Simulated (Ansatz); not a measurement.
B(NH2Me)H3 (CH₈BN), relaxed as a singlet with RKS PBE-D4/def2-TZVP in Ansatz, starting from the GFN2-xTB geometry. Force threshold 0.02 eV/Å.

Start:

```xyz
11

B     0.6694    0.4102   -1.1044
N    -0.3564    0.4641    0.1839
C    -0.4008   -0.7638    0.9679
H    -1.2721    0.6823   -0.1958
H    -0.0482    1.2447    0.7549
H    -1.0844   -0.6881    1.8177
H    -0.7155   -1.5814    0.3224
H     0.6014   -0.9858    1.3281
H     0.2793   -0.4735   -1.8012
H     1.7541    0.2088   -0.6549
H     0.5733    1.4825   -1.6185
```

(1) Estimate the energy that the relaxation releases and the steps that it takes.

(2) Does the start keep its bonding and symmetry?

(3) Predict the relaxed structure.

Answers

(1) 1.1 kcal/mol, in 5 steps; 4 s on 4 threads of Arm Neoverse V1 on a shared host. No frequencies were taken in this run, so the end may be a saddle point.

(2) By distances, no bond broke or formed. The bond that changes most is B1–H9, from 1.19 to 1.22 Å (atoms count from 1). Point group Cs at the start, Cs at the end, both within 0.05 Å.

(3) 
```tsv
atom	x (Å)	y (Å)	z (Å)
B1	0.670	0.412	-1.108
N2	-0.349	0.473	0.170
C3	-0.398	-0.774	0.971
H4	-1.288	0.698	-0.174
H5	-0.069	1.256	0.770
H6	-1.092	-0.689	1.819
H7	-0.707	-1.590	0.308
H8	0.615	-0.987	1.330
H9	0.260	-0.500	-1.806
H10	1.773	0.196	-0.634
H11	0.584	1.504	-1.645
```
Bond lengths: 1 × B–N 1.64 Å; 1 × C–N 1.48 Å; 3 × B–H 1.22 Å; 3 × C–H 1.10 Å; 2 × H–N 1.03 Å.
